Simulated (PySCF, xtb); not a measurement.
C2H, SMILES [C]#C, multiplicity 2.

Harmonic wavenumbers (cm⁻¹) from xtb with GFN2-xTB at its own minimum, in rising order: 397, 397, 2203, 3231.

Q: What does PBE0-D3(BJ)/def2-TZVPD run with PySCF give at its own minimum? (An estimate is asked for; the answer gives what the named calculation found.)

A: 481, 481, 2106, 3464. Paired by order, the mean absolute difference is 124 cm⁻¹ and the zero-point energies are 8.9 and 9.3 kcal/mol.
